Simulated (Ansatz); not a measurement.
# Structure relaxation of CsH2

Theory: DFT PBE, scalar-relativistic, plane waves, PAW (Ansatz 0.2.0). Cutoff 420 eV, Γ-centred k mesh, Gaussian smearing, no spin polarisation in the final step.

CsH2 was placed on the rutile structure type (P4_2/mnm, No. 136), with Cs in place of Ti, H in place of O, at a guessed volume.

```
CELL_PARAMETERS angstrom
5.75006 0.00000 0.00000
0.00000 5.75006 0.00000
0.00000 0.00000 3.70362
ATOMIC_POSITIONS crystal
Cs 0.00000 0.00000 0.00000
Cs 0.50000 0.50000 0.50000
H 0.30600 0.30600 0.00000
H 0.19400 0.80600 0.50000
H 0.69400 0.69400 0.00000
H 0.80600 0.19400 0.50000
```

Cell and atoms relax at zero pressure; the relaxation can't lower the symmetry of the start. After a coarse first stage the cell is made exact in the group found at 0.06 Å.

Energies over the elements count from the elements' standard structures at the same level (H₂ as a molecule), with no empirical corrections.

(1) Describe the relaxed structure.

(2) What are its volume, energy, density and gap?

Answers

(1) It keeps P4_2/mnm (No. 136), but not the shape of the type it started on. Conventional cell: a = 6.208 Å, c = 7.079 Å. Around Cs lie 4 H at 3.56 Å and 2 H at 4.01 Å (next H at 4.41 Å); H has 1 H at 0.76 Å.

```
Cs H
1.0
     6.20764    0.00000    0.00000
     0.00000    6.20764    0.00000
     0.00000    0.00000    7.07915
Cs H
2 4
Direct
  0.00000 0.00000 0.00000
  0.50000 0.50000 0.50000
  0.45668 0.45668 0.00000
  0.04332 0.95668 0.50000
  0.54332 0.54332 0.00000
  0.95668 0.04332 0.50000
```

(2) The volume per atom is 45.47 Å³ and the density is 1.64 g/cm³. The energy over the elements is 0.07 eV/atom. The gap on the 6×6×6 mesh is 0 eV (a metal).

The final run used a 6×6×6 mesh on its 6-atom cell and 0.10 eV smearing. The k mesh leaves about 4 meV/atom of noise in metals. Symmetry constrained the relaxation, so the result can be a saddle point.

Cost: 4 runs of about 7.6 core-minutes in all, on Arm Neoverse V1 (shared hosts).